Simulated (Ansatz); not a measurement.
Ansatz (a program for electronic structure) input (MP2/aug-cc-pVQZ): A basis named .json is the Basis Set Exchange file of that set (core-valence sets with the plain set on hydrogen).

Ansatz 0.2 input:
```yaml
crystal:
  periodic: [false, false, false]
  atoms:
    - {symbol: C, position_ang: [-0.00000000, -0.00000000, -0.51434199]}
    - {symbol: O, position_ang: [0.00000000, 0.00000000, 0.58709802]}
    - {symbol: H, position_ang: [-0.00000000, -0.00000000, -1.61073223]}
basis:
  gaussian:
    orbitals: aug-cc-pVQZ
    fitting: {mean_field: def2-universal-jkfit, correlation: cc-pVTZ-RIFIT.json}
total_charge: 1
magnetization: {spin_polarized: false}
correlation: {method: mp2, electrons: outside_noble_gas}
```

Output:

```
Functional definition: HF
integrals: 0.07 GiB planned
170 factors; integrals over basis functions are off by at most 2.8e0 eV
mean field: 0.30 GiB planned
mean field evaluation 1: about -3069.3099 eV, gradient 6.0e1 eV
mean field evaluation 2: about -3070.1627 eV, gradient 5.8e1 eV
mean field evaluation 4: about -3075.4193 eV, gradient 9.1e-1 eV
mean field evaluation 8: about -3075.4218 eV, gradient 2.3e-6 eV
mean field -3075.42177085 eV, -113.0196654831 hartree, gradient 2.3e-6 eV, S^2 0.000000; 0 other end points of the search recorded, 0 dependent functions left out
2 core orbitals not correlated
192 factors; their error is unknown
reference -3075.42177085 eV, -113.0196654831 hartree; 5, 5 occupied and 199, 199 virtual orbitals, 192 factors
second order -10.63582747 eV of doubles, -0.00000000 eV of singles
Total energy: -3086.05759832 eV, -113.4105249333 hartree
```
